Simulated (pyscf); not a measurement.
H₃Ge–SnH₃ + HF → F–SnH₃ + GeH₄, a four-centre exchange (singlet surface; Ge–Sn, F–H broken, F–Sn, Ge–H formed). PySCF, gas phase, ωB97X-D3(BJ)/def2-SVP geometries. Energies in kcal/mol from the separated reactants.

Small-basis levels: PySCF, no dispersion term, spherical d functions. 

Q: Quick BP86/6-31G*+LANL2DZ single points give ΔE‡ = 22.3 kcal/mol and ΔE = -13.6 kcal/mol. What does ωB97M-D3(BJ)/def2-TZVP give, and how far is the quick result from it?

A: ωB97M-D3(BJ)/def2-TZVP gives ΔE‡ = 34.7 kcal/mol and ΔE = -4.3 kcal/mol. BP86/6-31G*+LANL2DZ lies 12.4 kcal/mol under it in the barrier and 9.3 kcal/mol under it in the reaction energy, so on this step it does not hold to within 3.0 kcal/mol. ωB97M-D3(BJ)/def2-TZVP has limits of its own. The same reactants have a lower exit, to F–SnH₂–GeH₃ + H₂ (barrier +26.4 kcal/mol at ωB97M-D3(BJ)/def2-TZVP, against +34.7 kcal/mol here). One saddle was located; it need not be the lowest between these sides. In the def2 sets elements up to Kr have no core potential. In the def2 sets elements past Kr carry core potentials, without spin-orbit coupling.
